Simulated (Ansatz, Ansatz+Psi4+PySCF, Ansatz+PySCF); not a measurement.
```xyz
4

Si    0.0000    0.0000    0.0747
H     0.0000    1.3942   -0.3685
H     1.2074   -0.6971   -0.3685
H    -1.2074   -0.6971   -0.3685
```

Basis set: cc-pVTZ on H; cc-pV(T+d)Z on Si (spherical functions). Left uncorrelated: 5 orbitals. Correlation on ROHF uses semicanonical orbitals with singles. Charge 0, multiplicity 2.

Computed with Ansatz (development build ahead of 0.2.0); each method stands on the lowest determinant of its kind that the runs found.

The atomization energy at this shape (free ground-state atoms in the same class of orbitals less the molecule, no zero-point energy) of doublet SiH3:

```json
{"method": "ROHF-CCSD(T)", "atomization energy": "9.67 eV"}
{"method": "UHF-MP2", "atomization energy": "9.44 eV"}
```

Question: What does ROHF give?

Answer: 7.87 eV.
